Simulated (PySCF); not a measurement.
## Gas-phase thermal properties of ClO

Method: PySCF energies (xtb for GFN2) plus ideal-gas RRHO corrections (1 bar). Table values come from the NASA 1993 polynomials. 6-31G* has spherical d functions here. Open shells (unrestricted): ClO (multiplicity 2, electronic degeneracy 4). GFN2 has no spin-polarisation term. Spin-orbit splitting is ignored; it lowers the true energy and changes the entropy of ClO. B3LYP is the form with VWN-RPA correlation. The harmonic model lacks anharmonicity and excited electronic states, which grow with temperature; levels with a mode under 35 cm⁻¹ are left out. The table's entry may be an old estimate for ClO (not checked at source).

| level | point group | σ | ZPE (kJ/mol) | S°298 (J/mol/K) | Cp298 (J/mol/K) | S°1000 (J/mol/K) | H1000 − H298 (kJ/mol) |
|---|---|---|---|---|---|---|---|
| table | - | - | - | 226.6 | 31.6 | 268.5 | 24.7 |
| B3LYP/6-31G* | C∞v | 1 | 5.0 | 227.5 | 31.6 | 269.2 | 24.6 |
| GFN2-xTB | C∞v | 1 | 5.3 | 226.5 | 31.3 | 267.9 | 24.4 |
| PBE/def2-SVP | C∞v | 1 | 5.0 | 227.4 | 31.6 | 269.1 | 24.5 |
| PBE0/def2-TZVP | C∞v | 1 | 5.4 | 226.7 | 31.2 | 268.0 | 24.3 |
σ: rotational symmetry number. Electronic degeneracy used: 4. Frequencies are unscaled.
